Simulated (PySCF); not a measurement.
Li₂, SMILES [Li][Li].

Coordinates come from a B3LYP-D3(BJ)/def2-TZVPD optimisation.

Method: TDDFT-PBE/def2-TZVPD in PySCF 2.14.0.

Vertical excitations; the highest root listed may be one member of a degenerate set. Isolated molecule, no solvent. State labels are in the subgroup D2h.

```tsv
state	symmetry	energy (eV)	λ (nm)	f	main pairs
S1	B1u	2.00	621	0.465	HOMO→LUMO 100 %
S2	B3u	2.64	470	0.502	HOMO→LUMO+2 (degenerate set)
S3	B2u	2.64	470	0.502	HOMO→LUMO+1 (degenerate set)
S4	Ag	2.73	453	0.000	HOMO→LUMO+3 95 %
S5	B3g	3.17	391	0.000	HOMO→LUMO+5 (degenerate set)
S6	B2g	3.17	391	0.000	HOMO→LUMO+4 (degenerate set)
S7	B1u	3.88	320	0.008	HOMO→LUMO+6 98 %
S8	Ag	4.39	282	0.000	HOMO→LUMO+7 87 %
S9	B3u	4.44	280	0.011	HOMO→LUMO+9 (degenerate set)
S10	B2u	4.44	280	0.011	HOMO→LUMO+8 (degenerate set)
T1	B1u	0.92	1343	0	HOMO→LUMO 100 %
T2	B2u	1.32	941	0	HOMO→LUMO+1 (degenerate set)
T3	B3u	1.32	941	0	HOMO→LUMO+2 (degenerate set)
T4	Ag	1.84	674	0	HOMO→LUMO+3 99 %
```
Triplets are in the Tamm–Dancoff approximation, which puts them higher than full response would, so one can lie above its singlet here.
